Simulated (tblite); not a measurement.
Compound: C₅H₁₀N (doublet state).
Atom-mapped SMILES: `[CH3:1][C@@H:2]1[CH2:3][CH2:4][CH:5][NH:6]1` (hydrogens: H7, H8, H9 on C1; H10 on C2; H11, H12 on C3; H13, H14 on C4; H15 on C5; H16 on N6)

Computed with GFN2-xTB (tblite), gas phase: L-BFGS steps from a force-field or distance-geometry start until the largest atomic force falls under 0.01 eV/Å.

Step 12: E = -507.8533 eV
```
atom  x, y, z in Å  |  force x, y, z in eV/Å
C1      1.9973    0.1790   -0.3094    0.004   0.013  -0.010
C2      0.6228    0.0780    0.3395    0.034  -0.073   0.008
C3     -0.2486   -1.0361   -0.2562    0.049  -0.045  -0.030
C4     -1.6832   -0.5761    0.0292    0.083  -0.098  -0.005
C5     -1.5286    0.9019    0.0344   -0.027   0.002  -0.063
N6     -0.1875    1.2629    0.1130    0.009  -0.044   0.027
H7      2.5656    1.0028    0.1159    0.000   0.001   0.027
H8      2.5441   -0.7466   -0.1419    0.013   0.039  -0.022
H9      1.9033    0.3446   -1.3791   -0.035   0.004  -0.013
H10     0.7647   -0.1071    1.4195   -0.050   0.040   0.020
H11    -0.0808   -1.0785   -1.3323   -0.014   0.022  -0.029
H12    -0.0075   -2.0096    0.1670   -0.052   0.003   0.031
H13    -2.0203   -0.9735    1.0018   -0.027   0.077  -0.006
H14    -2.3939   -0.9339   -0.7226    0.043   0.031   0.030
H15    -2.2964    1.6099    0.2623   -0.069   0.049   0.045
H16     0.0415    2.0911    0.6475    0.040  -0.021  -0.010
```

Step 13: E = -507.8551 eV
```
atom  x, y, z in Å  |  force x, y, z in eV/Å
C1      1.9959    0.1787   -0.3076    0.016   0.026  -0.024
C2      0.6235    0.0735    0.3429    0.032  -0.034   0.012
C3     -0.2494   -1.0368   -0.2546    0.069  -0.060  -0.043
C4     -1.6823   -0.5756    0.0271    0.073  -0.071   0.007
C5     -1.5266    0.9025    0.0258   -0.023   0.030  -0.058
N6     -0.1845    1.2591    0.1158   -0.046  -0.021   0.007
H7      2.5609    1.0055    0.1168    0.005  -0.009   0.031
H8      2.5490   -0.7441   -0.1465    0.007   0.036  -0.014
H9      1.8948    0.3483   -1.3757   -0.021  -0.001  -0.029
H10     0.7644   -0.1103    1.4219   -0.040   0.025   0.056
H11    -0.0790   -1.0766   -1.3294   -0.012   0.018  -0.067
H12    -0.0131   -2.0117    0.1649   -0.034  -0.031   0.055
H13    -2.0209   -0.9664    1.0002   -0.032   0.059   0.038
H14    -2.3916   -0.9387   -0.7214    0.016   0.034  -0.009
H15    -2.2934    1.6086    0.2674   -0.052   0.040   0.040
H16     0.0445    2.0930    0.6410    0.043  -0.042  -0.003
```

Step 14: E = -507.8567 eV
```
atom  x, y, z in Å  |  force x, y, z in eV/Å
C1      1.9950    0.1789   -0.3063    0.018   0.033  -0.028
C2      0.6245    0.0687    0.3461    0.014   0.013   0.013
C3     -0.2488   -1.0384   -0.2539    0.061  -0.056  -0.038
C4     -1.6801   -0.5759    0.0252    0.033  -0.012   0.014
C5     -1.5253    0.9035    0.0170   -0.019   0.042  -0.043
N6     -0.1824    1.2550    0.1185   -0.075   0.000  -0.012
H7      2.5568    1.0077    0.1183    0.012  -0.012   0.029
H8      2.5537   -0.7412   -0.1512    0.004   0.029  -0.007
H9      1.8866    0.3517   -1.3732   -0.005  -0.001  -0.035
H10     0.7631   -0.1125    1.4250   -0.025   0.006   0.072
H11    -0.0777   -1.0746   -1.3280   -0.004   0.005  -0.084
H12    -0.0189   -2.0143    0.1641   -0.008  -0.061   0.062
H13    -2.0220   -0.9584    0.9993   -0.024   0.039   0.066
H14    -2.3888   -0.9426   -0.7203   -0.006   0.026  -0.042
H15    -2.2916    1.6077    0.2728   -0.015   0.009   0.030
H16     0.0482    2.0937    0.6351    0.040  -0.058   0.002
```

Step 15: E = -507.8581 eV
```
atom  x, y, z in Å  |  force x, y, z in eV/Å
C1      1.9946    0.1796   -0.3058    0.008   0.033  -0.019
C2      0.6255    0.0650    0.3488   -0.010   0.040   0.010
C3     -0.2471   -1.0408   -0.2540    0.027  -0.036  -0.018
C4     -1.6775   -0.5765    0.0239   -0.017   0.040   0.013
C5     -1.5249    0.9047    0.0091   -0.012   0.030  -0.025
N6     -0.1817    1.2517    0.1204   -0.068   0.006  -0.024
H7      2.5539    1.0093    0.1201    0.018  -0.007   0.021
H8      2.5579   -0.7382   -0.1552    0.000   0.020  -0.004
H9      1.8799    0.3544   -1.3718    0.009   0.003  -0.029
H10     0.7609   -0.1135    1.4287   -0.009  -0.009   0.056
H11    -0.0770   -1.0729   -1.3287    0.006  -0.013  -0.066
H12    -0.0241   -2.0175    0.1648    0.017  -0.067   0.048
H13    -2.0233   -0.9508    0.9997   -0.004   0.022   0.064
H14    -2.3861   -0.9451   -0.7200   -0.016   0.016  -0.053
H15    -2.2912    1.6067    0.2778    0.021  -0.021   0.020
H16     0.0525    2.0928    0.6308    0.029  -0.058   0.006
```

Question: Estimate the geometry and energy of step 16. (The exact step hangs on the optimiser's Hessian estimate; all steps are aligned on step 15, rigid shifts and turns removed.)

Answer: E = -507.8590 eV, largest force 0.064 eV/Å
```
atom  x, y, z in Å  |  force x, y, z in eV/Å
C1      1.9946    0.1806   -0.3059   -0.006   0.025  -0.004
C2      0.6260    0.0636    0.3502   -0.025   0.032   0.002
C3     -0.2454   -1.0428   -0.2545   -0.012  -0.014   0.004
C4     -1.6761   -0.5766    0.0234   -0.041   0.049   0.004
C5     -1.5252    0.9058    0.0044   -0.008   0.007  -0.015
N6     -0.1822    1.2501    0.1207   -0.029   0.002  -0.024
H7      2.5529    1.0100    0.1217    0.021   0.001   0.010
H8      2.5603   -0.7360   -0.1576   -0.005   0.016  -0.002
H9      1.8765    0.3558   -1.3718    0.018   0.009  -0.015
H10     0.7589   -0.1135    1.4317    0.000  -0.013   0.020
H11    -0.0768   -1.0723   -1.3305    0.011  -0.027  -0.022
H12    -0.0270   -2.0205    0.1662    0.028  -0.042   0.021
H13    -2.0241   -0.9457    1.0011    0.013   0.016   0.038
H14    -2.3844   -0.9459   -0.7208   -0.013   0.012  -0.039
H15    -2.2915    1.6057    0.2811    0.034  -0.030   0.015
H16     0.0559    2.0909    0.6292    0.015  -0.044   0.008
```

The energy changes by -0.0009 eV. The first-order estimate −F·Δx gives -0.0013 eV and the mean of the old and new forces, exact on a quadratic surface, -0.0009 eV. The step makes an angle of 62° with the force vector and moves no atom by more than 0.005 Å.

What follows is the cost of the whole relaxation. On an Intel Xeon at 2.50 GHz with one thread, shared host, this took 0.41 s.
